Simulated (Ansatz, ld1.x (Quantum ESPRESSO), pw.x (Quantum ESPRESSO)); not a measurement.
## chromium (Cr): one change to the PAW potential, in the atom and in the bcc crystal

```
Element                 : chromium
Generator               : ld1.x (Quantum ESPRESSO) 7.5
Type                    : PAW
Functional              : LDA (PW92)
Relativity              : scalar-relativistic
Frozen core             : [Ar]
Valence charge          : 6
Reference configuration : 3d5 4s0.5 4p0 (charge +0.5)
Partial waves           : 4s (bound): rcut 2.00, rcutus 2.50 bohr; 4s channel at 1 Ry: rcut 2.00, rcutus 2.50 bohr; 4p (bound, empty): rcut 2.25, rcutus 2.75 bohr; 4p channel at 0.8 Ry: rcut 2.25, rcutus 2.75 bohr; 3d (bound): rcut 1.75, rcutus 2.15 bohr; 3d channel at 0.05 Ry: rcut 1.75, rcutus 2.15 bohr
Local potential         : all-electron potential smoothed inside 1.90 bohr (lloc = -1)
Core correction         : a·sin(br)/r model core inside 1.60 bohr
Augmentation charge     : BESSEL, radius 1.35 bohr
```

Change: core correction none.

Cutoffs, loose and tight: the cutoffs (Ry, on a coarse ladder) from which the occupation-weighted sum of valence levels, in a spherical-Bessel basis at the reference potential, stays within 10 and 1 mRy of its value at 400 Ry. They do not see the model core or the augmentation charge, which bear on the density cutoff. Test errors are all-electron minus pseudo excitation energies from the reference, over the configurations 3d5 4s1 4p0; 3d5 4s0 4p0; 3d4 4s0 4p0; 3d5 4s0 4p1; 3d3 4s0 4p0; 3d4 4s1 4p0; 3d6 4s0 4p0 (two spin-polarised tests are not counted in the largest error); variants that change the core or the reference have their own tests.

Crystal test: bcc Cr in pw.x 7.5, no spin, 16³ k-points, Fermi–Dirac smearing 0.01 Ry, cutoffs set for each file from its atomic test. The reference is all-electron LAPW (Ansatz 0.2.0) with the same functional, mesh and smearing; V0 and B0 come from Birch–Murnaghan fits to the pressures at five volumes. Errors are pseudo minus all-electron; Δ is the rms difference of the E(V) curves that follow from these fits, minima aligned, over ±6 % about the mean V0. Mesh and smearing are coarse, so the numbers serve the comparison and aren't converged zero-temperature values; the lattice is a test structure that the element need not adopt. Spin polarisation and strong correlation are left out, which matters for this element.

All-electron: a0 = 2.789 Å (V0 = 10.85 Å³/atom), B0 = 298.7 GPa.

Problem. Does the change bring the crystal closer to the all-electron result?

Solution. The mean pressure error goes from -4.72 to -8.87 GPa, so the change moves the solid further from the all-electron pressures.

```csv
quantity,base,changed
outcome (atom),generated,generated
"cutoff, loose (atom)",21 Ry,21 Ry
"cutoff, tight (atom)",35 Ry,35 Ry
bound ghosts (atom),none,none
largest test error (meV) (atom),-125 over the solved tests; 1 of 9 tests not solved or not reliable,-102 over the solved tests; 2 of 9 tests not solved or not reliable
cutoffs in pw.x (Ry),45/360,45/360
a0 (Å),2.775,2.762
a0 error (%),-0.53,-0.99
B0 error (%),+3.1,+6.2
Δ (meV/atom),11.2,21.4
mean pressure error (GPa),-4.72,-8.87
```

Base: The largest radius (2.75 bohr) exceeds half the bond length (2.28 bohr), so the spheres overlap, which is one possible source of error among others. This is a poor potential for the solid. Atomic configuration tests: 1 of 9 tests not solved or not reliable. Changed file: The largest radius (2.75 bohr) exceeds half the bond length (2.28 bohr), so the spheres overlap, which is one possible source of error among others. This is a poor potential for the solid. Atomic configuration tests: 2 of 9 tests not solved or not reliable. The atomic cutoffs weigh occupied waves only.
